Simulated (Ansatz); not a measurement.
Start from `C#CC(F)(F)F` and change one atom or group to get `FC(F)(F)Cl`.

Ansatz, PBE0-D4/def2-TZVP geometries, multiplicity 1. 

| property | `C#CC(F)(F)F` |
| --- | --- |
| HOMO–LUMO gap (B3LYP/def2-TZVPP) / eV | 8.52 |
| HOMO–LUMO gap (PBE0/def2-TZVPP) / eV | 9.04 |
| ideal-gas entropy at 298 K and 1 bar (rigid rotor, harmonic PBE0-D4/def2-TZVP) / J/(mol·K) | 301 |
| size of the dipole moment (ωB97M-V/def2-TZVPP) / D | 2.30 |
| zero-point energy (PBE0-D4/def2-TZVP) / kJ/mol | 88.4 |
| HOMO energy (B3LYP/def2-TZVPP) / eV | -9.05 |

Task: What does the change do to each property? (An estimate is asked.)

Result: The calculation gave: 
| property | `FC(F)(F)Cl` | shift |
| --- | --- | --- |
| HOMO–LUMO gap (B3LYP/def2-TZVPP) / eV | 9.51 | 0.99 |
| HOMO–LUMO gap (PBE0/def2-TZVPP) / eV | 10.15 | 1.11 |
| ideal-gas entropy at 298 K and 1 bar (rigid rotor, harmonic PBE0-D4/def2-TZVP) / J/(mol·K) | 285 | -16 |
| size of the dipole moment (ωB97M-V/def2-TZVPP) / D | 0.40 | -1.90 |
| zero-point energy (PBE0-D4/def2-TZVP) / kJ/mol | 40.0 | -48.4 |
| HOMO energy (B3LYP/def2-TZVPP) / eV | -9.77 | -0.72 |

With PBE0 the HOMO falls by 0.75 eV and the LUMO rises by 0.36 eV, so the gap widens by about 1.11 eV. PBE moves the HOMO by -0.50 eV and ωB97M-V by -0.78 eV. The zero-point energy changes by -48.4 kJ/mol with -6 modes. Dipoles are sizes alone; their direction can turn.

B3LYP here is the variant with VWN-RPA as its local correlation; programs differ in this.
